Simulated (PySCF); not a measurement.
C3H6, SMILES CC=C.

The structure is a stationary point at ωB97X-D3(BJ)/def2-TZVP.

Two levels are set side by side: PBE/def2-TZVPD (PySCF) and HF/def2-TZVPD (PySCF). Same geometry, gas phase. Differences are taken from unrounded values.

```json
[
 {"quantity": "orbital gap (eV)", "HF": "11.96"},
 {"quantity": "highest occupied level (eV)", "HF": "-9.81"},
 {"quantity": "lowest empty level (eV)", "HF": "2.14"},
 {"quantity": "dipole moment (D)", "HF": "0.41"},
 {"quantity": "mean polarisability (bohr³)", "HF": "39.3"}
]
```

What does PBE give, and how far is it from HF? (Estimate from the structure and the level; the computed values follow.)


```tsv
quantity	PBE	PBE minus HF
orbital gap (eV)	5.61	-6.35
highest occupied level (eV)	-6.27	3.54
lowest empty level (eV)	-0.66	-2.80
dipole moment (D)	0.43	0.03
mean polarisability (bohr³)	41.3	2.1
```

Without exact exchange PBE keeps part of each electron's self-repulsion, which lifts occupied levels and narrows the gap. PBE's more diffuse valence density responds more strongly to a field. Differences between two approximate levels are no errors against the true value.

Rough cost on one machine, each run with all the roots and properties that it gave: HF against PBE about 1/4.
